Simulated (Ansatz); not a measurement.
For hcp Y, PBE-D3(BJ) (PAW; Ansatz, an electronic-structure program) gives:

equilibrium lattice constant a: 3.599 Å
c axis length: 5.627 Å

### Question
What does Hartree–Fock (plane waves, PAW; Ansatz) give for the same quantities?

### Answer

- lattice constant a: 3.919 Å (goes up by 8.9 %)
- lattice parameter c: 6.183 Å (grows by 9.9 %)

For comparison: lattice constant a 3.648 Å (measured, 293 K, not corrected to a static lattice; as tabulated in Wikipedia's data pages); lattice parameter c 5.732 Å (measured, 293 K, not corrected to a static lattice; as tabulated in Wikipedia's data pages).

Changes are worked out from the printed values.

Unless a cell is named, each level is at its own relaxed cell (PBE-D3(BJ) 31.56, Hartree–Fock 41.12 Å³/atom).

The crystal itself was run without spin with PBE-D3(BJ), Hartree–Fock; a magnetic state was not tried in these runs.

Ansatz's density-functional and Hartree–Fock values are scalar-relativistic unless marked +SOC, with PAW data made under PBE.
